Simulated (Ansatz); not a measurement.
## A ladder of methods for CH6Si (methylsilane)

CH6Si has 8 atoms, charge 0, and is taken as a singlet. SMILES: `C[SiH3]`. Geometry: relaxed at PBE0-D4/def2-TZVP.

```xyz
8

C    -0.1815    0.2397   -0.9403
Si    0.1624   -0.2145    0.8415
H    -1.2405    0.1125   -1.1756
H     0.3955   -0.3914   -1.6198
H     0.0866    1.2807   -1.1339
H    -0.6250    0.6462    1.7654
H     1.6056   -0.0400    1.1599
H    -0.2031   -1.6332    1.1028
```

Each level gives the energy change with the C1–H5 bond stretched from 1.092 to 2.731 Å (eV). The values are calculated.

```csv
level,kind,program,value (eV),less FCI/STO-3G,CPU time (all runs)
HF/STO-3G (restricted),Hartree–Fock,Ansatz,10.35,+4.87,0.17 s
PBE/STO-3G (restricted),GGA,Ansatz,7.18,+1.70,2.4 s
r2SCAN/STO-3G (restricted),meta-GGA,Ansatz,7.64,+2.16,5.4 s
B3LYP/STO-3G (restricted),global hybrid,Ansatz,7.74,+2.26,2.4 s
BHLYP/STO-3G (restricted),global hybrid,Ansatz,8.85,+3.37,2.3 s
HSE06/STO-3G (restricted),range-separated hybrid,Ansatz,8.09,+2.61,2.9 s
RPA@PBE/STO-3G (restricted),RPA,Ansatz,6.62,+1.14,3.4 s
MP2/STO-3G (restricted),perturbation theory,Ansatz,7.06,+1.58,0.2 s
CCSDT(Q)/STO-3G (restricted),coupled cluster or CI,Ansatz,5.48,0.00,0.64 s
FCI/STO-3G,exact in the basis,Ansatz,5.48,0.00,1.7 min
```

FCI/STO-3G is exact within its basis and frozen core, so for wave-function methods in that basis the difference is their error; functionals converge differently with the basis, so for them it is only a difference. A spin-restricted reference rises too steeply as a bond breaks; here HF/STO-3G, PBE/STO-3G, r2SCAN/STO-3G, B3LYP/STO-3G, BHLYP/STO-3G, HSE06/STO-3G, RPA@PBE/STO-3G, MP2/STO-3G lie well above the multireference or unrestricted value. The first shape isn't each level's own minimum. The values span 5.48 to 10.35 eV. All rows use very small basis sets, so none should be taken for the real molecule's value. Times are those of the runs behind each value, whatever else they computed, on shared processors of several kinds: orders of magnitude only.
